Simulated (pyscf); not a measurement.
Structures and frequencies: ωB97X-D3(BJ)/def2-SVP in PySCF.

Question: Estimate the classical barrier height and the reaction energy of F–SiH₃ (SMILES F[SiH3]) + NH₂• (SMILES [NH2]) → F–SiH₂• (SMILES F[SiH2]) + NH₃ (SMILES N) at PBE0-D3(BJ)/def2-TZVP. The step runs on the doublet surface, breaks H–Si and forms H–N; take the separated reactants as zero.

Answer: ΔE‡ = 0.06 eV, ΔE = -0.76 eV. CCSD(T)/def2-TZVPP + ΔMP2(QZVPP) gives 0.30 eV and -0.68 eV. Zero-point energy shifts the barrier by +0.03 eV. It is a hydrogen abstraction, with an imaginary mode of 1076i cm⁻¹. One saddle was located; it need not be the lowest between these sides. The angle at the transferred H is 154°. The CCSD(T) − MP2 part came from Ansatz, without density fitting, on the same reference.
